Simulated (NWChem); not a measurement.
# butadiene (C₄H₆); SMILES C=CC=C

```xyz
10

C     -0.1182     1.8485     0.0000
C      0.3978     0.6108     0.0000
C     -0.3978    -0.6108     0.0000
C      0.1182    -1.8485     0.0000
H     -1.1930     2.0170     0.0000
H      0.5131     2.7320     0.0000
H      1.4805     0.4813     0.0000
H     -1.4805    -0.4813     0.0000
H     -0.5131    -2.7320     0.0000
H      1.1930    -2.0170     0.0000
```
Atoms are numbered in this order, from 1.

STO-3G and 3-21G are far too small for this property and stand as cheap habits. Structure relaxed at the B3LYP/6-31G* (spherical d) level.

Symmetry labels are those of C2h in the frame above (b1 and b2, or b-type labels, depend on it).

List the 4 lowest vertical singlet excitations from PBE/3-21G, TDA (NWChem).


```
state  energy (eV)  oscillator strength  symmetry  leading excitation (squared amplitude)
-----  -----------  -------------------  --------  --------------------------------------
S1            6.78                0.000        ag                    HOMO−1 → LUMO (0.55)
S2            6.79                0.991        bu                      HOMO → LUMO (0.89)
S3            6.93                0.000        au                    HOMO−2 → LUMO (1.00)
S4            8.01                0.000        bg                    HOMO−3 → LUMO (0.99)
```
